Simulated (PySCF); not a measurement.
Bonds broken one at a time in the series Al Cl-SH. Isolated molecules, 0 K electronic values unless said otherwise. One relaxed conformer stands for each flexible species; it need not be the lowest. Strings in code marks are SMILES.

The highest occupied spin orbital from two functionals at the same geometries (CAM-B3LYP-D3(BJ)/def2-TZVP), both in PySCF: PBE-D3(BJ)/def2-TZVP and CAM-B3LYP-D3(BJ)/def2-TZVP. 

| species | CAM-B3LYP-D3(BJ)/def2-TZVP (eV) |
|---|---|
| radical fragment (`[Cl]`) | -11.00 |
| radical fragment (`[Cl][Al][Cl]`) | -7.87 |
| radical fragment (`[Cl][Al][SH]` (H–S–Al–Cl torsion 180°)) | -7.50 |
| radical fragment (`[SH][Al][SH]` (H–S–Al–S torsion -180°, S–Al–S–H torsion 0°)) | -7.28 |

Question: What does PBE-D3(BJ)/def2-TZVP give for each?

Answer: 
- radical fragment (`[Cl]`): -8.04
- radical fragment (`[Cl][Al][Cl]`): -5.63
- radical fragment (`[Cl][Al][SH]` (H–S–Al–Cl torsion 180°)): -5.30
- radical fragment (`[SH][Al][SH]` (H–S–Al–S torsion -180°, S–Al–S–H torsion 0°)): -5.12
Over these rows, drawn at random from the members with no instability flagged (it was tested for open shells, ions and some series alone), PBE minus CAM-B3LYP-D3(BJ): mean +2.39 eV, from +2.16 eV to +2.96 eV.
